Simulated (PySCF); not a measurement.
# CCSD/6-31G run of CH3LiS (SMILES [Li][S]C)

Aim: the vertical singlet–triplet gap of CH3LiS at CCSD/6-31G, from 2 runs. The job is set up through a Python script.

The calculation is run with PySCF 2.14.0.

4 further runs of the same task are left out: 4 set aside as unsound or not needed.

### Step 1. The molecule

CH3LiS: 6 atoms, total charge 0, spin state singlet. As SMILES, `[Li][S]C`. The coordinates come from a PBE0-D4/def2-TZVP relaxation.

Bond lengths: Li1–S2 2.134 Å, S2–C3 1.823 Å, C3–H4 1.092 Å, C3–H5 1.091 Å, C3–H6 1.092 Å. Angles: Li1–S2–C3 108.6°, S2–C3–H4 112.0°, S2–C3–H5 108.5°, S2–C3–H6 111.8°, H4–C3–H5 107.8°, H4–C3–H6 108.8°, H5–C3–H6 107.8°.

### Step 2. Energy and gradient at CCSD/6-31G

Contents of calc.py:

```python
from pyscf import gto, scf, cc

system = gto.M(
    atom='''
Li    -0.934281    -4.442179     1.922418
S     -2.053565    -1.395185    -0.469597
C      0.392307     1.028011    -0.380969
H      2.231389     0.293285    -0.958091
H     -0.126612     2.528454    -1.696407
H      0.570319     1.866482     1.495340
''',
    charge=0,
    verbose=4,
    symmetry=True,
    unit='bohr',
    basis='6-31g',
    max_memory=1860,
)

myscf = scf.RHF(system)
myscf.kernel()

mycc = cc.CCSD(myscf, frozen=6)
mycc.kernel()
energy = mycc.e_tot
print('E = %.10f Eh' % energy)
grad = mycc.nuc_grad_method().kernel()
dip = myscf.dip_moment()
pop, q = myscf.mulliken_pop()
```

Command:

```bash
$ OMP_NUM_THREADS=1 python calc.py
```

The program printed:

```text
PySCF version 2.14.0

[INPUT] num. atoms = 6
[INPUT] num. electrons = 28
[INPUT] charge = 0
[INPUT] spin (= nelec alpha-beta = 2S) = 0
[INPUT] symmetry True subgroup None
[INPUT] Mole.unit = bohr
[INPUT] Symbol           X                Y                Z      unit          X                Y                Z       unit  Magmom
[INPUT]  1 Li    -0.494400213796  -2.350699893627   1.017299795462 AA   -0.934281000000  -4.442179000000   1.922418000000 Bohr   0.0
[INPUT]  2 S     -1.086699799143  -0.738300107017  -0.248500030716 AA   -2.053565000000  -1.395185000000  -0.469597000000 Bohr   0.0
[INPUT]  3 C      0.207599924084   0.543999993775  -0.201600112867 AA    0.392307000000   1.028011000000  -0.380969000000 Bohr   0.0
[INPUT]  4 H      1.180800207498   0.155199738305  -0.506999923188 AA    2.231389000000   0.293285000000  -0.958091000000 Bohr   0.0
[INPUT]  5 H     -0.067000185029   1.338000235660  -0.897699924845 AA   -0.126612000000   2.528454000000  -1.696407000000 Bohr   0.0
[INPUT]  6 H      0.301799817755   0.987699738992   0.791299850577 AA    0.570319000000   1.866482000000   1.495340000000 Bohr   0.0

nuclear repulsion = 64.1131754815824
point group symmetry = C1
symmetry origin: [0. 0. 0.]
symmetry axis x: [1. 0. 0.]
symmetry axis y: [0. 1. 0.]
symmetry axis z: [0. 0. 1.]
num. orbitals of irrep A = 37
number of shells = 23
number of NR pGTOs = 102
number of NR cGTOs = 37
basis = 6-31g
ecp = {}

******** <class 'pyscf.scf.hf.RHF'> ********
method = RHF
initial guess = minao
damping factor = 0
level_shift factor = 0
DIIS = <class 'pyscf.scf.diis.CDIIS'>
diis_start_cycle = 1
diis_space = 8
diis_damp = 0
SCF conv_tol = 1e-09
SCF conv_tol_grad = None
SCF max_cycles = 50
direct_scf = True
direct_scf_tol = 1e-13
Set gradient conv threshold to 3.16228e-05
Initial guess from minao.
init E= -444.570893060675
  HOMO = -0.287042535929054  LUMO = -0.0394873610637796  gap/eV = 6.73632
cycle= 1 E= -444.51727960484  delta_E= 0.0536  |g|= 0.311  |ddm|= 1.99
  HOMO = -0.229586393045105  LUMO = -0.00543253092244078  gap/eV = 6.09954
cycle= 2 E= -444.552476545808  delta_E= -0.0352  |g|= 0.141  |ddm|= 0.787
  HOMO = -0.282255391849629  LUMO = -0.00362861825374328  gap/eV = 7.58182
cycle= 3 E= -444.558495547987  delta_E= -0.00602  |g|= 0.0183  |ddm|= 0.195
  HOMO = -0.285184764458904  LUMO = -0.00237493179871939  gap/eV = 7.69565
cycle= 4 E= -444.558771545093  delta_E= -0.000276  |g|= 0.00611  |ddm|= 0.0627
  HOMO = -0.283485199688655  LUMO = -0.00242887568486383  gap/eV = 7.64793
cycle= 5 E= -444.558802172446  delta_E= -3.06e-05  |g|= 0.00206  |ddm|= 0.0161
  HOMO = -0.28362692328985  LUMO = -0.00251923924228592  gap/eV = 7.64933
cycle= 6 E= -444.558809524754  delta_E= -7.35e-06  |g|= 0.000615  |ddm|= 0.009
  HOMO = -0.283569281111148  LUMO = -0.00258319015531705  gap/eV = 7.64602
cycle= 7 E= -444.558810327517  delta_E= -8.03e-07  |g|= 0.000124  |ddm|= 0.00323
  HOMO = -0.283537861184952  LUMO = -0.00258913108175496  gap/eV = 7.64500
cycle= 8 E= -444.558810354745  delta_E= -2.72e-08  |g|= 2.06e-05  |ddm|= 0.000643
  HOMO = -0.283533985314397  LUMO = -0.00259054878407494  gap/eV = 7.64486
cycle= 9 E= -444.558810355395  delta_E= -6.49e-10  |g|= 3.08e-06  |ddm|= 0.000112
  HOMO = -0.283533991053422  LUMO = -0.00259026479028046  gap/eV = 7.64487
Extra cycle  E= -444.558810355407  delta_E= -1.17e-11  |g|= 1.33e-06  |ddm|= 8.08e-06
converged SCF energy = -444.558810355407

******** <class 'pyscf.cc.ccsd.CCSD'> ********
CC2 = 0
CCSD nocc = 8, nmo = 31
frozen orbitals 6
max_cycle = 50
direct = 0
conv_tol = 1e-07
conv_tol_normt = 1e-05
diis_space = 6
diis_start_cycle = 0
diis_start_energy_diff = 1e+09
Init t2, MP2 energy = -444.707371962123  E_corr(MP2) -0.148561606716237
Init E_corr(CCSD) = -0.148561606717559
cycle = 1  E_corr(CCSD) = -0.163316031488264  dE = -0.0147544248  norm(t1,t2) = 0.0462681
cycle = 2  E_corr(CCSD) = -0.168686984231202  dE = -0.00537095274  norm(t1,t2) = 0.0170621
cycle = 3  E_corr(CCSD) = -0.171214558263478  dE = -0.00252757403  norm(t1,t2) = 0.00937477
cycle = 4  E_corr(CCSD) = -0.171870890733941  dE = -0.00065633247  norm(t1,t2) = 0.00357117
cycle = 5  E_corr(CCSD) = -0.171730502759846  dE = 0.000140387974  norm(t1,t2) = 0.00167362
cycle = 6  E_corr(CCSD) = -0.171685450237204  dE = 4.50525226e-05  norm(t1,t2) = 0.000625673
cycle = 7  E_corr(CCSD) = -0.171683839726198  dE = 1.61051101e-06  norm(t1,t2) = 0.00023886
cycle = 8  E_corr(CCSD) = -0.171685346263074  dE = -1.50653688e-06  norm(t1,t2) = 8.77129e-05
cycle = 9  E_corr(CCSD) = -0.171685276262604  dE = 7.00004695e-08  norm(t1,t2) = 3.51369e-05
cycle = 10  E_corr(CCSD) = -0.171685838341342  dE = -5.62078737e-07  norm(t1,t2) = 1.5401e-05
cycle = 11  E_corr(CCSD) = -0.171685767056705  dE = 7.12846373e-08  norm(t1,t2) = 4.72622e-06
CCSD converged
E(CCSD) = -444.7304961224633  E_corr = -0.1716857670567045
E = -444.7304961225 Eh
cycle = 1  norm(lambda1,lambda2) = 0.0181301
cycle = 2  norm(lambda1,lambda2) = 0.00389488
cycle = 3  norm(lambda1,lambda2) = 0.0025605
cycle = 4  norm(lambda1,lambda2) = 0.00124102
cycle = 5  norm(lambda1,lambda2) = 0.000411316
cycle = 6  norm(lambda1,lambda2) = 0.000165525
cycle = 7  norm(lambda1,lambda2) = 6.85255e-05
cycle = 8  norm(lambda1,lambda2) = 2.73473e-05
cycle = 9  norm(lambda1,lambda2) = 8.90725e-06
--------------- CCSD gradients ---------------
         x                y                z
0 Li    -0.0024006813     0.0123052777    -0.0084082462
1 S     0.0282550059     0.0163380721     0.0076216324
2 C    -0.0193330625    -0.0225994026     0.0012158148
3 H    -0.0057381848     0.0015170138     0.0015791977
4 H     0.0003035509    -0.0046859796     0.0031851019
5 H    -0.0010866283    -0.0028749814    -0.0051935006
----------------------------------------------
Dipole moment(X, Y, Z, Debye):  3.03349, -4.83426,  4.54221
 ** Mulliken pop  **
pop of  0 Li 1s           1.99824
pop of  0 Li 2s           0.19879
pop of  0 Li 3s          -0.02684
pop of  0 Li 2px          0.05018
pop of  0 Li 2py          0.12749
pop of  0 Li 2pz          0.11655
pop of  0 Li 3px         -0.00040
pop of  0 Li 3py         -0.01075
pop of  0 Li 3pz         -0.00136
pop of  1 S 1s            1.99972
pop of  1 S 2s            1.99826
pop of  1 S 3s            1.25086
pop of  1 S 4s            0.63530
pop of  1 S 2px           1.99227
pop of  1 S 2py           1.99201
pop of  1 S 2pz           1.99369
pop of  1 S 3px           0.95533
pop of  1 S 3py           0.94036
pop of  1 S 3pz           1.11500
pop of  1 S 4px           0.46959
pop of  1 S 4py           0.33934
pop of  1 S 4pz           0.70833
pop of  2 C 1s            1.99768
pop of  2 C 2s            0.63353
pop of  2 C 3s            0.79956
pop of  2 C 2px           0.65691
pop of  2 C 2py           0.65509
pop of  2 C 2pz           0.71233
pop of  2 C 3px           0.39447
pop of  2 C 3py           0.40980
pop of  2 C 3pz           0.39812
pop of  3 H 1s            0.53735
pop of  3 H 2s            0.30729
pop of  4 H 1s            0.53169
pop of  4 H 2s            0.28327
pop of  5 H 1s            0.53666
pop of  5 H 2s            0.30429
 ** Mulliken atomic charges  **
charge of    0Li =      0.54811
charge of    1S =     -0.39007
charge of    2C =     -0.65747
charge of    3H =      0.15535
charge of    4H =      0.18503
charge of    5H =      0.15904
```

Run time: 4.5 s. Hardware: 1 thread of Arm Neoverse N1, shared host; peak memory 0.14 GiB.

### Step 3. The triplet

Contents of calc.py:

```python
import pyscf.grad
from pyscf import gto, scf, cc

molecule = gto.M(
    atom='''
Li    -0.934281    -4.442179     1.922418
S     -2.053565    -1.395185    -0.469597
C      0.392307     1.028011    -0.380969
H      2.231389     0.293285    -0.958091
H     -0.126612     2.528454    -1.696407
H      0.570319     1.866482     1.495340
''',
    spin=2,
    max_memory=1860,
    unit='bohr',
    basis='6-31g',
    charge=0,
    symmetry=True,
    verbose=4,
)

mf = scf.UHF(molecule)
mf.kernel()
if not mf.converged:
    mf = mf.newton().run(mf.mo_coeff, mf.mo_occ)

mycc = cc.CCSD(mf, frozen=6)
mycc.kernel()
e_tot = mycc.e_tot
print('E = %.10f Eh' % e_tot)
grad = mycc.Gradients().kernel()
dip = mf.dip_moment()
pop, q = mf.mulliken_pop()
```

Command:

```bash
$ OMP_NUM_THREADS=1 python calc.py
```

The program printed:

```text
PySCF version 2.14.0

[INPUT] num. atoms = 6
[INPUT] num. electrons = 28
[INPUT] charge = 0
[INPUT] spin (= nelec alpha-beta = 2S) = 2
[INPUT] symmetry True subgroup None
[INPUT] Mole.unit = bohr
[INPUT] Symbol           X                Y                Z      unit          X                Y                Z       unit  Magmom
[INPUT]  1 Li    -0.494400213796  -2.350699893627   1.017299795462 AA   -0.934281000000  -4.442179000000   1.922418000000 Bohr   0.0
[INPUT]  2 S     -1.086699799143  -0.738300107017  -0.248500030716 AA   -2.053565000000  -1.395185000000  -0.469597000000 Bohr   0.0
[INPUT]  3 C      0.207599924084   0.543999993775  -0.201600112867 AA    0.392307000000   1.028011000000  -0.380969000000 Bohr   0.0
[INPUT]  4 H      1.180800207498   0.155199738305  -0.506999923188 AA    2.231389000000   0.293285000000  -0.958091000000 Bohr   0.0
[INPUT]  5 H     -0.067000185029   1.338000235660  -0.897699924845 AA   -0.126612000000   2.528454000000  -1.696407000000 Bohr   0.0
[INPUT]  6 H      0.301799817755   0.987699738992   0.791299850577 AA    0.570319000000   1.866482000000   1.495340000000 Bohr   0.0

nuclear repulsion = 64.1131754815824
point group symmetry = C1
symmetry origin: [0. 0. 0.]
symmetry axis x: [1. 0. 0.]
symmetry axis y: [0. 1. 0.]
symmetry axis z: [0. 0. 1.]
num. orbitals of irrep A = 37
number of shells = 23
number of NR pGTOs = 102
number of NR cGTOs = 37
basis = 6-31g
ecp = {}

******** <class 'pyscf.scf.uhf.UHF'> ********
method = UHF
initial guess = minao
damping factor = 0
level_shift factor = 0
DIIS = <class 'pyscf.scf.diis.CDIIS'>
diis_start_cycle = 1
diis_space = 8
diis_damp = 0
SCF conv_tol = 1e-09
SCF conv_tol_grad = None
SCF max_cycles = 50
direct_scf = True
direct_scf_tol = 1e-13
number electrons alpha = 15  beta = 13
Set gradient conv threshold to 3.16228e-05
init E= -444.570893060675
[... the frontier-level lines of each cycle are left out ...]


cycle= 1 E= -444.419984294154  delta_E= 0.151  |g|= 0.215  |ddm|= 1.71
cycle= 2 E= -444.465706158102  delta_E= -0.0457  |g|= 0.117  |ddm|= 0.461
cycle= 3 E= -444.475061061691  delta_E= -0.00935  |g|= 0.0292  |ddm|= 0.16
cycle= 4 E= -444.477218177692  delta_E= -0.00216  |g|= 0.00938  |ddm|= 0.132
cycle= 5 E= -444.477477224164  delta_E= -0.000259  |g|= 0.00308  |ddm|= 0.0627
cycle= 6 E= -444.477508907189  delta_E= -3.17e-05  |g|= 0.00135  |ddm|= 0.0241
cycle= 7 E= -444.477517256325  delta_E= -8.35e-06  |g|= 0.000611  |ddm|= 0.0103
cycle= 8 E= -444.477519348757  delta_E= -2.09e-06  |g|= 0.00023  |ddm|= 0.00529
cycle= 9 E= -444.477519660043  delta_E= -3.11e-07  |g|= 0.000116  |ddm|= 0.00183
cycle= 10 E= -444.477519763154  delta_E= -1.03e-07  |g|= 5.44e-05  |ddm|= 0.00116
cycle= 11 E= -444.477519789675  delta_E= -2.65e-08  |g|= 3.82e-05  |ddm|= 0.000481
cycle= 12 E= -444.477519805609  delta_E= -1.59e-08  |g|= 3.2e-05  |ddm|= 0.000308
cycle= 13 E= -444.477519823275  delta_E= -1.77e-08  |g|= 2.69e-05  |ddm|= 0.000394
cycle= 14 E= -444.477519836726  delta_E= -1.35e-08  |g|= 2.32e-05  |ddm|= 0.000348
cycle= 15 E= -444.477519852222  delta_E= -1.55e-08  |g|= 1.74e-05  |ddm|= 0.000489
cycle= 16 E= -444.477519866088  delta_E= -1.39e-08  |g|= 8.58e-06  |ddm|= 0.000741
cycle= 17 E= -444.477519868233  delta_E= -2.15e-09  |g|= 4.38e-06  |ddm|= 0.000297
cycle= 18 E= -444.477519868533  delta_E= -2.99e-10  |g|= 2e-06  |ddm|= 0.000108
Extra cycle  E= -444.477519868548  delta_E= -1.55e-11  |g|= 1.47e-06  |ddm|= 7.23e-06
converged SCF energy = -444.477519868548  <S^2> = 2.0045135  2S+1 = 3.0030075

******** <class 'pyscf.cc.uccsd.UCCSD'> ********
CC2 = 0
CCSD nocc = (np.int64(9), np.int64(7)), nmo = (31, 31)
frozen orbitals 6
max_cycle = 50
direct = 0
conv_tol = 1e-07
conv_tol_normt = 1e-06
diis_space = 6
diis_start_cycle = 0
diis_start_energy_diff = 1e+09
Init t2, MP2 energy = -0.130857402129506
Init E_corr(UCCSD) = -0.130857402134261
cycle = 1  E_corr(UCCSD) = -0.146293599073003  dE = -0.0154361969  norm(t1,t2) = 0.0574104
cycle = 2  E_corr(UCCSD) = -0.151559647495027  dE = -0.00526604842  norm(t1,t2) = 0.0230791
cycle = 3  E_corr(UCCSD) = -0.154797605785938  dE = -0.00323795829  norm(t1,t2) = 0.0125902
cycle = 4  E_corr(UCCSD) = -0.154878651169122  dE = -8.10453832e-05  norm(t1,t2) = 0.00444668
cycle = 5  E_corr(UCCSD) = -0.154783301213937  dE = 9.53499552e-05  norm(t1,t2) = 0.00230032
cycle = 6  E_corr(UCCSD) = -0.154805063260506  dE = -2.17620466e-05  norm(t1,t2) = 0.00120961
cycle = 7  E_corr(UCCSD) = -0.154804947868925  dE = 1.1539158e-07  norm(t1,t2) = 0.000678752
cycle = 8  E_corr(UCCSD) = -0.154808491016852  dE = -3.54314793e-06  norm(t1,t2) = 0.000309421
cycle = 9  E_corr(UCCSD) = -0.154812434635303  dE = -3.94361845e-06  norm(t1,t2) = 0.000125438
cycle = 10  E_corr(UCCSD) = -0.154812297334156  dE = 1.37301146e-07  norm(t1,t2) = 5.87865e-05
cycle = 11  E_corr(UCCSD) = -0.154811498655548  dE = 7.98678608e-07  norm(t1,t2) = 3.31102e-05
cycle = 12  E_corr(UCCSD) = -0.154810878324176  dE = 6.20331372e-07  norm(t1,t2) = 1.96874e-05
cycle = 13  E_corr(UCCSD) = -0.154810935660563  dE = -5.73363869e-08  norm(t1,t2) = 1.05645e-05
cycle = 14  E_corr(UCCSD) = -0.154811200625654  dE = -2.64965091e-07  norm(t1,t2) = 5.56219e-06
cycle = 15  E_corr(UCCSD) = -0.154811241769523  dE = -4.11438693e-08  norm(t1,t2) = 3.32411e-06
cycle = 16  E_corr(UCCSD) = -0.154811251597008  dE = -9.82748549e-09  norm(t1,t2) = 2.60384e-06
cycle = 17  E_corr(UCCSD) = -0.154811229330033  dE = 2.22669757e-08  norm(t1,t2) = 2.28783e-06
cycle = 18  E_corr(UCCSD) = -0.154811205857262  dE = 2.34727707e-08  norm(t1,t2) = 1.9554e-06
cycle = 19  E_corr(UCCSD) = -0.154811198907816  dE = 6.9494456e-09  norm(t1,t2) = 1.5367e-06
cycle = 20  E_corr(UCCSD) = -0.154811208482694  dE = -9.57487806e-09  norm(t1,t2) = 1.28198e-06
cycle = 21  E_corr(UCCSD) = -0.154811217777101  dE = -9.29440644e-09  norm(t1,t2) = 9.04306e-07
UCCSD converged
E(UCCSD) = -444.6323310863251  E_corr = -0.1548112177771009
E = -444.6323310863 Eh
cycle = 1  norm(lambda1,lambda2) = 0.0136083
cycle = 2  norm(lambda1,lambda2) = 0.00240562
cycle = 3  norm(lambda1,lambda2) = 0.000994613
cycle = 4  norm(lambda1,lambda2) = 0.000421104
cycle = 5  norm(lambda1,lambda2) = 0.000217702
cycle = 6  norm(lambda1,lambda2) = 0.000101752
cycle = 7  norm(lambda1,lambda2) = 5.12038e-05
cycle = 8  norm(lambda1,lambda2) = 2.74498e-05
cycle = 9  norm(lambda1,lambda2) = 1.09793e-05
cycle = 10  norm(lambda1,lambda2) = 4.97877e-06
cycle = 11  norm(lambda1,lambda2) = 2.94884e-06
cycle = 12  norm(lambda1,lambda2) = 2.23545e-06
cycle = 13  norm(lambda1,lambda2) = 1.66722e-06
cycle = 14  norm(lambda1,lambda2) = 1.33453e-06
cycle = 15  norm(lambda1,lambda2) = 1.17097e-06
cycle = 16  norm(lambda1,lambda2) = 1.00044e-06
cycle = 17  norm(lambda1,lambda2) = 7.70506e-07
--------------- UCCSD gradients ---------------
         x                y                z
0 Li    -0.0114366835     0.0328095436    -0.0253733408
1 S     0.0270377111    -0.0121444715     0.0224166600
2 C    -0.0121499059    -0.0264096998     0.0101617238
3 H    -0.0042539355     0.0068836810    -0.0016254268
4 H     0.0006069116    -0.0037403243     0.0022405623
5 H     0.0001959022     0.0026012711    -0.0078201785
----------------------------------------------
Dipole moment(X, Y, Z, Debye):  0.08495,  5.02263, -2.77479
 ** Mulliken pop       alpha | beta **
pop of  0 Li 1s        1.00100 | 0.99989
pop of  0 Li 2s        0.23960 | 0.04778
pop of  0 Li 3s        0.65760 | -0.01942
pop of  0 Li 2px       0.02242 | 0.00805
pop of  0 Li 2py       0.07034 | 0.03674
pop of  0 Li 2pz       0.05462 | 0.02177
pop of  0 Li 3px       0.00724 | -0.00177
pop of  0 Li 3py       0.01716 | -0.00798
pop of  0 Li 3pz       0.01548 | -0.00524
pop of  1 S 1s        0.99987 | 0.99987
pop of  1 S 2s        0.99934 | 0.99924
pop of  1 S 3s        0.68400 | 0.67570
pop of  1 S 4s        0.28680 | 0.24484
pop of  1 S 2px       0.99671 | 0.99558
pop of  1 S 2py       0.99668 | 0.99563
pop of  1 S 2pz       0.99749 | 0.99454
pop of  1 S 3px       0.57038 | 0.40484
pop of  1 S 3py       0.57250 | 0.41869
pop of  1 S 3pz       0.67535 | 0.26881
pop of  1 S 4px       0.19372 | 0.14197
pop of  1 S 4py       0.15478 | 0.10475
pop of  1 S 4pz       0.29350 | 0.12486
pop of  2 C 1s        0.99883 | 0.99886
pop of  2 C 2s        0.31529 | 0.32151
pop of  2 C 3s        0.40576 | 0.42418
pop of  2 C 2px       0.31907 | 0.33676
pop of  2 C 2py       0.31466 | 0.33278
pop of  2 C 2pz       0.36762 | 0.37064
pop of  2 C 3px       0.18911 | 0.21283
pop of  2 C 3py       0.19116 | 0.21311
pop of  2 C 3pz       0.21649 | 0.23094
pop of  3 H 1s        0.26801 | 0.25082
pop of  3 H 2s        0.12505 | 0.11302
pop of  4 H 1s        0.26332 | 0.26222
pop of  4 H 2s        0.12416 | 0.12174
pop of  5 H 1s        0.26895 | 0.24909
pop of  5 H 2s        0.12592 | 0.11236
In total            15.00000 | 13.00000
 ** Mulliken atomic charges   ( Nelec_alpha | Nelec_beta ) **
charge of  0Li =     -0.16528  (     2.08547      1.07981 )
charge of  1S =      0.20959  (     8.42110      7.36931 )
charge of  2C =     -0.75963  (     3.31801      3.44162 )
charge of  3H =      0.24310  (     0.39306      0.36384 )
charge of  4H =      0.22855  (     0.38749      0.38397 )
charge of  5H =      0.24368  (     0.39487      0.36145 )
```

Run time: 8.4 s. Hardware: 1 thread of Arm Neoverse N1, shared host; peak memory 0.17 GiB.

### Step 4. Results

Level: CCSD/6-31G, 6 core orbitals frozen.

| quantity | value |
| --- | --- |
| singlet: total energy | -444.73050 Eh |
| singlet: dipole moment (Hartree–Fock density) | 7.29 D |
| singlet: HOMO energy (Hartree–Fock orbitals) | -7.72 eV |
| singlet: LUMO energy (Hartree–Fock orbitals) | -0.07 eV |
| singlet: HOMO–LUMO gap (Hartree–Fock orbitals) | 7.64 eV |
| singlet: correlation energy (6 core orbitals frozen) | -171.7 mEh |
| singlet: T1 diagnostic | 0.015 |
| singlet: largest force on an atom | 1.723 eV/Å |
| triplet: total energy | -444.63233 Eh |
| triplet: dipole moment (Hartree–Fock density) | 5.74 D |
| triplet: HOMO energy (Hartree–Fock orbitals) (highest over α and β) | -4.33 eV |
| triplet: LUMO energy (Hartree–Fock orbitals) (lowest over α and β) | -1.13 eV |
| triplet: correlation energy (6 core orbitals frozen) | -154.8 mEh |
| triplet: ⟨S²⟩ of the reference determinant | 2.005 |
| triplet: T1 diagnostic | 0.012 |
| triplet: largest force on an atom | 2.212 eV/Å |
| vertical energy of the triplet above the singlet | 2.671 eV |

**Reading.** At this shape the triplet lies 2.67 eV (258 kJ/mol) above the singlet. The largest force (singlet) is 1.72 eV/Å: the shape isn't a stationary point for this species at this level.
